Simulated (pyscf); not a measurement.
•HN–GaH₂ + methane (CH₄) -> H₂N–GaH₂ + methyl (CH₃•), a hydrogen abstraction (doublet surface; C–H broken, H–N formed). Optimised with ωB97X-D3(BJ)/def2-SVP in PySCF. Energies in kcal/mol from the separated reactants.

Small-basis levels: PySCF, no dispersion term, spherical d functions. AM1 to PM7: differences of heats of formation from MOPAC. GFN2-xTB: tblite. Open shells are spin-unrestricted. 

```tsv
level	barrier	reaction energy
HF/STO-3G	28.2	+6.4
MP2/6-31G*+LANL2DZ	14.6	-10.4
SVWN5/6-31G*+LANL2DZ	-6.4	-7.8
PBE/6-31G*+LANL2DZ	___	-5.8
B3LYP/3-21G	4.6	-8.0
B3LYP/6-31G*+LANL2DZ	9.6	-5.3
M06-2X/6-31G*+LANL2DZ	9.4	-7.4
B3LYP/6-311+G**+LANL2DZ	9.0	-8.7
PBE/def2-SVP	2.5	-6.6
B3LYP/def2-SVP	8.5	-6.4
GFN2-xTB	0.7	+2.0
PM7	23.6	-4.1
ωB97M-D3(BJ)/def2-TZVP	___	-7.6
```

Task: Fill in the missing entries.

Result: 
- PBE/6-31G*+LANL2DZ, barrier: 3.5
- ωB97M-D3(BJ)/def2-TZVP, barrier: 11.3

Against the last row the barrier runs from -17.8 (SVWN5/6-31G*+LANL2DZ) to +16.9 kcal/mol (HF/STO-3G). At SVWN5/6-31G*+LANL2DZ, GFN2-xTB this geometry lies under one side, so the entry may be no barrier of that level: it is a single point on another level's saddle. ωB97M-D3(BJ)/def2-TZVP has limits of its own. •HN–GaH₂ lies 34.2 kcal/mol over its isomer [H₂N–GaH]• (electronic energy, ωB97M-D3(BJ)). One saddle was located; it need not be the lowest between these sides. The angle at the transferred H is 170°. In the def2 sets elements up to Kr have no core potential.
